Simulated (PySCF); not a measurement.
Compound: C2H4F2.
Structure used (PBE0-D3(BJ)/def2-TZVP), in Å, numbered top down from 1:
```xyz
8
C2H4F2 angstrom
C     -0.5475   -0.0194   -0.5627
C      0.4603   -0.0218    0.5445
F      1.5769   -0.7003    0.1646
F      0.8463    1.2504    0.8341
H     -0.1126    0.4485   -1.4470
H     -0.8373   -1.0431   -0.8017
H     -1.4323    0.5400   -0.2574
H      0.1009   -0.4754    1.4740
```

Level: wB97X-D/pcSseg-2 in PySCF, non-relativistic, on one gas-phase PBE0-D3(BJ)/def2-TZVP geometry that isn't relaxed in the solvent. The solvent is an IEF-PCM continuum (van der Waals radii × 1.2). The model holds no explicit solvent molecules, cavitation or dispersion.

Gas phase at wB97X-D/pcSseg-2: HOMO -11.65 eV, LUMO 2.43 eV, dipole 2.28 D.

Problem. What does the continuum do to the energy, the frontier levels and the dipole at wB97X-D/pcSseg-2 in chloroform?

Solution. 
```csv
solvent,ε,E(solvent) − E(gas) (kJ/mol),polarisation term (kJ/mol),distortion of the solute (kJ/mol),HOMO (eV),LUMO (eV),dipole (D)
chloroform,4.711,-11.05,-12.21,1.16,-11.55,2.73,2.63
```

The polarisation term is half the interaction of the solute with the surface charges that it induces; the rest is the cost of distorting the solute's density. The sum is the electrostatic part of solvation alone.

Problem. Which radius a makes the point-dipole formula ΔE = −[(ε − 1)/(2ε + 1)]·μ²/a³ give the value in chloroform, with the gas-phase dipole?

Solution. μ = 0.898 au and |ΔE| = 0.00421 Eh give a = 2.16 Å; the farthest nucleus lies 1.73 Å from the centroid of the nuclei. The formula assumes a rigid point dipole at the centre of a sphere.

Problem. Give the dipole vector in the frame of the coordinates (D, pointing from negative to positive charge), gas and chloroform.

Solution. Gas (-2.15, -0.73, -0.21), solvent (-2.47, -0.86, -0.19). Its length changes by +15 % and its direction by 1°.

On Arm Neoverse V1, one thread, shared host, this took 13 s and 0.97 GiB of memory at its peak. This is the whole shielding run at wB97X-D/pcSseg-2 in chloroform, SCF included.

wB97X-D is run here without its empirical dispersion term; that term would change no orbital, density or response property at a fixed geometry.
